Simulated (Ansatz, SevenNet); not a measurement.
**Elastic constant C44 of zinc-blende GaAs: levels of theory against measurement**

Reference value: 60 GPa (measured, temperature not stated, not corrected to a static lattice; as tabulated in Råsander and Moram (2015), arXiv:1505.02379).

Problem. Put these levels in order of the elastic constant C44 that they give for zinc-blende GaAs, smallest first: LC-ωPBE (Ansatz, a first-principles code), SevenNet-l3i5 (SevenNet), r²SCAN0 (Ansatz).

Solution. SevenNet-l3i5 (36.4 GPa), r²SCAN0 (65.4 GPa), LC-ωPBE (73.4 GPa)

Unless a cell is named, each level is at its own relaxed cell (SevenNet-l3i5 23.80, LC-ωPBE 21.64, r²SCAN0 22.41 Å³/atom).

Differences against the reference: SevenNet-l3i5 -39 %, LC-ωPBE +22 %, r²SCAN0 +9.0 %.

The reference has no zero-point or thermal correction, while the calculations are for a static lattice, so the differences are not the levels' errors alone. A static lattice is as a rule stiffer than a warm one, by over a tenth in soft solids.  Each level is taken at its own relaxed cell. Cutoffs differ between the levels. Ansatz's density-functional and Hartree–Fock values are scalar-relativistic unless marked +SOC, with PAW data made under PBE.

Machine-learned potentials (SevenNet-l3i5) are trained on DFT data, which may include these solids.

Differences are worked out from the printed values.
